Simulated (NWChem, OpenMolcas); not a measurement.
# From OpenMolcas to NWChem

This OpenMolcas 26.06 job computes C2F3N (cyanotrifluoromethane):

calc.inp:
```
&gateway
baslib
$CurrDir
coord
6
angstrom
N        1.022100      -1.705100       0.893500
C        0.486200      -0.810600       0.417800
C       -0.206400       0.345600      -0.197200
F       -1.316000      -0.055800      -0.802300
F        0.581500       0.927000      -1.091500
F       -0.525200       1.234800       0.733600
basis
cc-pVDZ
group
NoSym
&seward
gridinput
Grid=UltraFine
End of Grid
&scf
ksdft
2
1.0 MGGA_X_TPSS
1.0 MGGA_C_TPSS
thresholds
1e-10 1e-07 1e-07 1e-05
prorbitals
1 1
&alaska
```

```bash
$ export MOLCAS_MEM=1860
$ pymolcas calc.inp > calc.log
```

(Basis files named in the input come from the Basis Set Exchange and aren't shown.)

Geometry: relaxed at PBE0-D4/def2-TZVP.

The shape is far from stationary at this level.

It gives a total energy of -430.524767 Eh.

Problem. Write the same calculation for NWChem 7.3.0 as an input file of the program's own.

Solution. One way, which was run:

geom.nw:
```
start geom
title "C2F3N TPSS"
memory stack 880 mb heap 220 mb global 1100 mb

geometry noautosym nocenter noautoz
  N     1.022100   -1.705100    0.893500
  C     0.486200   -0.810600    0.417800
  C    -0.206400    0.345600   -0.197200
  F    -1.316000   -0.055800   -0.802300
  F     0.581500    0.927000   -1.091500
  F    -0.525200    1.234800    0.733600
end

basis spherical bse
  * library cc-pVDZ
end

dft
  xc xtpss03 ctpss03
  grid xfine
  convergence energy 1e-08
  iterations 100
  mulliken
  noprint "final vectors analysis"
end

task dft gradient
```

```bash
$ nwchem geom.nw > geom.out
```

Its energy is -430.524767 Eh, 0.000 mEh from the first.
